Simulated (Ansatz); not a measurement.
Geometry optimisation, RKS PBE0-D4/def2-SVP in Ansatz 0.2.0.

Input:

```yaml
crystal:
  periodic: [false, false, false]
  atoms:
    - { symbol: C, position_ang: [0.5256, -0.4551, 1.0878] }
    - { symbol: C, position_ang: [0.365, 0.0954, -0.3237] }
    - { symbol: Cl, position_ang: [0.30477, 1.83593, -0.42941] }
    - { symbol: C, position_ang: [0.83448, -0.58521, -1.50562] }
    - { symbol: O, position_ang: [-0.50426, -0.63309, -1.19365] }
    - { symbol: H, position_ang: [1.404, -0.045, 1.5408] }
    - { symbol: H, position_ang: [0.5044, -1.5028, 1.0905] }
    - { symbol: H, position_ang: [-0.3191, -0.0533, 1.6921] }
    - { symbol: H, position_ang: [1.41405, -1.58186, -1.35906] }
    - { symbol: H, position_ang: [1.16214, -0.08375, -2.38854] }
basis:
  gaussian: { orbitals: def2-SVP }
hamiltonian:
  xc: pbe0
  dispersion: d4
relax:
  f_tol: 0.015
  max_steps: 40
```

Launched with:

```bash
$ ansatz run input.yaml --threads 2 --pin off --max-ram 3072MiB --backend cpu --events-out ev --progress --plain --runs-dir out
```

**Question.** Where does it end, and by what steps?

**Answer.** The run converged. After 7 steps the energy has fallen by 0.282 eV; H8 moved furthest, 0.07 Å.

| step | energy less start (eV) | largest force component (eV/Å) | accepted |
| --- | --- | --- | --- |
| 0 | 0.0000 | 3.056 | yes |
| 1 | -0.2233 | 1.186 | yes |
| 2 | -0.2732 | 0.340 | yes |
| 3 | -0.2741 | 0.236 | yes |
| 4 | -0.2821 | 0.049 | yes |
| 5 | -0.2823 | 0.022 | yes |
| 6 | -0.2823 | 0.019 | no |
| 7 | -0.2824 | 0.003 | yes |

```xyz
10
Properties=species:S:1:pos:R:3
C 0.508 -0.415 1.083
C 0.379 0.072 -0.328
Cl 0.311 1.852 -0.421
C 0.875 -0.639 -1.503
O -0.505 -0.589 -1.158
H 1.409 -0.002 1.556
H 0.562 -1.513 1.090
H -0.369 -0.100 1.667
H 1.358 -1.617 -1.386
H 1.162 -0.058 -2.387
```

Time of the run: 23 s on 2 threads of Arm Neoverse V1, with other jobs on the host, peak memory 0.21 GiB.
